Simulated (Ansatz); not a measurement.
Born–Oppenheimer molecular dynamics of CH6Si (8 atoms, charge 0, multiplicity 1). It starts at the highest image of a converged band. Of that band: Neighbouring images differ by up to 1.4 eV, so the band resolves the path poorly. A vibrational analysis at the climbing image gives one clearly imaginary mode, 1094i cm⁻¹: a first-order saddle point.

Method: RKS PBE-D4/def2-SVP (Ansatz 0.2.0).

```yaml
ensemble: NVE (velocity Verlet)
time_step: 0.5 fs
steps_asked: 200
starting_velocities_drawn_for: 300 K
seed: 3380
```

First frame:

```xyz
8
Properties=species:S:1:pos:R:3
Si 0.270 0.011 -0.487
C 1.005 -0.002 1.689
H 0.064 -0.329 2.161
H 1.819 -0.700 1.964
H 1.263 1.034 1.970
H 1.599 -0.042 0.270
H -0.536 1.230 -0.113
H -0.581 -1.201 -0.192
```

(1) How far do the bonds stretch over the last three quarters of this one trajectory? (Pairs bonded in most of those frames.)

## Answers

(1) 
```json
{"bond": "Si1–C2", "mean (Å)": "1.959", "spread (Å)": "0.178", "shortest": "1.69", "longest": "2.23"}
{"bond": "Si1–H6", "mean (Å)": "1.584", "spread (Å)": "0.134", "shortest": "1.33", "longest": "1.77"}
{"bond": "Si1–H7", "mean (Å)": "1.544", "spread (Å)": "0.075", "shortest": "1.40", "longest": "1.68"}
{"bond": "Si1–H8", "mean (Å)": "1.530", "spread (Å)": "0.030", "shortest": "1.47", "longest": "1.59"}
{"bond": "C2–H3", "mean (Å)": "1.115", "spread (Å)": "0.019", "shortest": "1.08", "longest": "1.16"}
{"bond": "C2–H4", "mean (Å)": "1.115", "spread (Å)": "0.016", "shortest": "1.09", "longest": "1.15"}
{"bond": "C2–H5", "mean (Å)": "1.112", "spread (Å)": "0.009", "shortest": "1.09", "longest": "1.13"}
```

Mean temperature of the second half: 1806 K. The conserved energy stayed within 0.46 meV per atom of its start (net change -0.025 meV per atom), so the integration is sound. The kinetic energy rose, since the run started high on the potential surface and went downhill. A run of 0.1 ps of so small a system gives no equilibrium averages. The orbitals stay closed-shell, which can raise the energy where a bond breaks towards radicals; this wasn't checked here.

The run took 4.1 min on 1 thread of Arm Neoverse V1, on a shared host, peak memory 0.099 GiB.
